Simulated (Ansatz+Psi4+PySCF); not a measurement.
Two shapes of doublet C3H6(+).

Shape 1:

```xyz
9

C     0.0000    0.8670    0.0000
C     0.7508   -0.4335    0.0000
C    -0.7508   -0.4335    0.0000
H     0.0000    1.4558    0.9105
H     0.0000    1.4558   -0.9105
H     1.2607   -0.7279   -0.9105
H     1.2607   -0.7279    0.9105
H    -1.2607   -0.7279    0.9105
H    -1.2607   -0.7279   -0.9105
```

Shape 2:

```xyz
9

C     0.0045    0.8663    0.0089
C     0.7482   -0.4270    0.0071
C    -0.7586   -0.4278    0.0026
H     0.0007    1.4591    0.9199
H     0.0070    1.4530   -0.9040
H     1.2705   -0.7258   -0.9112
H     1.2656   -0.7244    0.9185
H    -1.2513   -0.7300    0.9078
H    -1.2668   -0.7358   -0.9103
```

Basis set: cc-pVTZ (spherical functions). Charge 1, multiplicity 2.

Computed with Ansatz (development build ahead of 0.2.0) and Psi4 1.11; each method stands on the lowest determinant of its kind that the runs found.

(1) Which shape is lower in energy, and by how much in each method?

Results:

(1)

```csv
method,E(2) − E(1) (eV)
ROHF,-0.055
UHF,-0.049
```

Shape 2 is lower.
